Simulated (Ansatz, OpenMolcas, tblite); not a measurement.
## C2H5B (SMILES BC=C): methods side by side

C2H5B has 8 atoms, charge 0, and is taken as a singlet. As SMILES, `BC=C`. The coordinates come from a PBE0-D4/def2-TZVP relaxation.

Each level gives the vertical ionisation energy (to the doublet cation) (eV). The values are calculated.

```csv
level,kind,program,value (eV),less CCSD(T)/6-311+G**,CPU time (all runs)
GFN1-xTB,semi-empirical,tblite,15.65,+4.79,under 2 s
HF/6-311+G**,Hartree–Fock,OpenMolcas,9.24,-1.62,28 s
SVWN5/6-311+G**,LDA,OpenMolcas,11.10,+0.24,2.4 min
BLYP/6-311+G**,GGA,OpenMolcas,10.77,-0.09,2.8 min
r2SCAN/6-311+G**,meta-GGA,Ansatz,10.88,+0.02,44 s
B3LYP/6-311+G**,global hybrid,OpenMolcas,10.94,+0.08,2.5 min
PBE0/6-311+G**,global hybrid,OpenMolcas,10.87,+0.01,2.5 min
CAM-B3LYP/6-311+G**,range-separated hybrid,Ansatz,10.89,+0.03,22 s
RPA@PBE/6-311+G**,RPA,Ansatz,10.84,-0.02,36 s
CCSD(T)/6-311+G**,coupled cluster or CI,Ansatz,10.86,0.00,77 s
```

Differences are taken from CCSD(T)/6-311+G** for orientation; it has basis-set and higher-order errors of its own. The values span 9.24 to 15.65 eV. The xTB values lack the empirical shift that such differences need. The second state's dipole differs much between rows, so they may not all be the same state. Times are those of the runs behind each value, whatever else they computed, on shared processors of several kinds: orders of magnitude only.
